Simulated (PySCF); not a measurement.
# CH5ClSi: the cost of one run

Computed with PySCF 2.14.0; each step states its level. No surroundings beyond the atoms listed, unless a continuum is named. Atoms count from 0, parts from 1.

## 1. The system as given

Each species was relaxed by itself at PBE0-D3(BJ)/def2-SVPD.

## 2. Reaction energy: wB97M-D3(BJ)/def2-TZVPD

The job: settings as JSON, then the geometry in Å.

```
{"job": {"kind": "react", "xc": "wB97M-D3(BJ)", "basis": "def2-TZVPD"}, "charge": 0, "multiplicity": 1}
-1 Cl2H2Si charge 0 multiplicity 1
Cl     0.188700     1.953030     0.113420
Si     0.196530    -0.106450    -0.042740
Cl    -1.737120    -0.785720    -0.298870
H      0.723560    -0.667640     1.222290
H      0.984070    -0.479990    -1.239930

-1 CH4 charge 0 multiplicity 1
C      0.000570    -0.000070     0.001700
H     -0.654760    -0.820960    -0.314610
H     -0.417760     0.954470    -0.340700
H      0.077160     0.005790     1.095990
H      0.997650    -0.139560    -0.433910

+1 CH5ClSi charge 0 multiplicity 1
C     -0.911360     0.224740     0.031920
Si     0.916930    -0.107710     0.176310
Cl     1.928260     1.706320     0.415080
H     -1.124870     0.862610    -0.837450
H     -1.457690    -0.723370    -0.090940
H     -1.289190     0.727830     0.933260
H      1.238200    -0.938410     1.369570
H      1.464640    -0.745910    -1.052450

+1 ClH charge 0 multiplicity 1
Cl     0.644650     0.009580     0.002580
H     -0.643430    -0.008430    -0.001640
```

Method: wB97M-D3(BJ)/def2-TZVPD reaction energy of separated species, gas phase.

Launch:

```bash
OMP_NUM_THREADS=1 python cluster_run.py task.json out
```

This one command runs all jobs of the session in turn.

Q: Estimate the wall time and peak memory of this first job on 1 thread of Arm Neoverse V2, shared host.

About 18 s, with a peak of 0.6 GiB.
